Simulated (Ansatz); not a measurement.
Geometry optimisation, UKS PBE-D4/def2-SVP in Ansatz.

Input file:

```yaml
crystal:
  periodic: [false, false, false]
  atoms:
    - { symbol: Cl, position_ang: [0.4289, -1.6289, 0.0495] }
    - { symbol: B, position_ang: [-0.549, -0.0294, -0.3007] }
    - { symbol: Cl, position_ang: [0.1092, 1.5935, 0.238] }
magnetization:
  spin_polarized: true
  initial_magnetization: 1
basis:
  gaussian: { orbitals: def2-SVP }
hamiltonian:
  xc: pbe
  dispersion: d4
relax:
  f_tol: 0.02
  max_steps: 40
output:
  orbitals: {}
```

Command:

```bash
$ ansatz run input.yaml --threads 1 --pin off --max-ram 2048MiB --backend cpu --events-out ev --progress --plain --runs-dir out
```

Task: Where does it end, and by what steps?

Result: The forces met the threshold. After 3 steps the energy has fallen by 0.354 eV; Cl1 moved furthest, 0.11 Å.

```json
{"step": "0", "energy less start (eV)": "0.0000", "largest force component (eV/Å)": "2.150", "accepted": "yes"}
{"step": "1", "energy less start (eV)": "-0.2626", "largest force component (eV/Å)": "1.278", "accepted": "yes"}
{"step": "2", "energy less start (eV)": "-0.3531", "largest force component (eV/Å)": "0.126", "accepted": "yes"}
{"step": "3", "energy less start (eV)": "-0.3541", "largest force component (eV/Å)": "0.014", "accepted": "yes"}
```

```xyz
3
Properties=species:S:1:pos:R:3
Cl 0.378 -1.536 0.032
B -0.475 -0.051 -0.263
Cl 0.086 1.522 0.217
```

Whether the end is a true minimum wasn't checked by a vibrational analysis.

Run time: 6.4 s on 1 thread of Arm Neoverse V1 (shared host), peak memory 0.11 GiB.
